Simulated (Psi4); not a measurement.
Psi4 input (wB97X-D/6-311+G**):

```
memory 1500 MB

molecule {
0 2
C    -0.25707630    0.17154252   -0.00050422
O     0.25831869    1.29780427   -0.01294596
O    -1.33002752   -0.37085156    0.00890574
C     1.05465506   -0.86855523    0.00357654
H     1.99464496   -0.33387121   -0.00521180
H     0.90052178   -1.44156834    0.91320689
H     0.89303133   -1.45810589   -0.89410728
symmetry c1
no_reorient
no_com
}

set {
  basis 6-311+G**
  reference uks
  scf_type pk
  dft_radial_points 99
  dft_spherical_points 590
  e_convergence 1e-8
  d_convergence 1e-7
  maxiter 150
}

e = energy('wb97x-d')
print_out(f'\nFINAL {e:.10f} DIPOLE {variable("CURRENT DIPOLE")[0]:.6f} {variable("CURRENT DIPOLE")[1]:.6f} {variable("CURRENT DIPOLE")[2]:.6f}\n')
```

From the last part of the output:

```
              A
    DOCC [    15 ]
    SOCC [     1 ]
    NA   [    16 ]
    NB   [    15 ]

  @UKS Final Energy:  -228.39335199700108

   => Energetics <=

    Nuclear Repulsion Energy =            112.2097273414081542
    One-Electron Energy =                -533.1580283570917800
    Two-Electron Energy =                 212.7707899417475801
    DFT Exchange-Correlation Energy =     -20.2144887416543497
    Empirical Dispersion Energy =          -0.0013521814106860
    VV10 Nonlocal Energy =                  0.0000000000000000
    Total Energy =                       -228.3933519970010764

  UHF NO Occupations:
  HONO-2 :   14  A 1.9995549
  HONO-1 :   15  A 1.9979684
  HONO-0 :   16  A 1.0000000
  LUNO+0 :   17  A 0.0020316
  LUNO+1 :   18  A 0.0004451
  LUNO+2 :   19  A 0.0003598
  LUNO+3 :   20  A 0.0001576

Computation Completed

Properties will be evaluated at   0.000000,   0.000000,   0.000000 [a0]

Properties computed using the SCF density matrix

 Multipole Moments:

 ------------------------------------------------------------------------------------
     Multipole            Electronic (a.u.)      Nuclear  (a.u.)        Total (a.u.)
 ------------------------------------------------------------------------------------

 L = 1.  Multiply by 2.5417464519 to convert [e a0] to [Debye]
 Dipole X            :          1.0267977           -0.0000000            1.0267977
 Dipole Y            :         -0.6208896           -0.0000000           -0.6208896
 Dipole Z            :          0.0014258           -0.0000001            0.0014258
 Magnitude           :                                                    1.1999248

 ------------------------------------------------------------------------------------

FINAL -228.3933519970 DIPOLE 1.026798 -0.620890 0.001426

*** Psi4 exiting successfully. Buy a developer a beer!
```
